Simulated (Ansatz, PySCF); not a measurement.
This PySCF input computes a CCSD(T)/cc-pVDZ energy:

```python
from pyscf import gto, scf, mp, cc as ccmod

mol = gto.M(
    atom='''
    C    -0.62771000    0.13746760   -0.11720572
    C     0.57033210   -0.02366363    0.31751486
    H    -1.11372761   -0.16846940   -1.06751401
    H     1.45799498   -0.51435441   -0.13434084
    ''',
    basis='cc-pvdz',
    charge=-1,
    spin=1,
    verbose=4,
)

mf = scf.UHF(mol)
mf.conv_tol = 1e-10
mf.max_cycle = 100
mf.kernel()
mo, _, stable, _ = mf.stability(return_status=True)
if not stable:
    mf.kernel(mf.make_rdm1(mo, mf.mo_occ))
mp2 = mp.MP2(mf, frozen=2).run()
cc = ccmod.CCSD(mf, frozen=2)
cc.max_cycle = 100
cc.kernel()
et = cc.ccsd_t()
print(f'E(CCSD(T)) = {cc.e_tot + et:.9f}')
```

Q: Write an input for the same energy in Ansatz (an electronic-structure program) and say what it gives.

A: 
Ansatz 0.2 input:
```yaml
crystal:
  periodic: [false, false, false]
  atoms:
    - {symbol: C, position_ang: [-0.62771000, 0.13746760, -0.11720572]}
    - {symbol: C, position_ang: [0.57033210, -0.02366363, 0.31751486]}
    - {symbol: H, position_ang: [-1.11372761, -0.16846940, -1.06751401]}
    - {symbol: H, position_ang: [1.45799498, -0.51435441, -0.13434084]}
basis:
  gaussian:
    orbitals: cc-pVDZ
total_charge: -1
magnetization: {spin_polarized: true, initial_magnetization: 1}
correlation: {method: ccsd_t, electrons: outside_noble_gas}
```
It gives -77.01853 Eh, and PySCF -77.01853 Eh, a difference of 0.00 mEh.
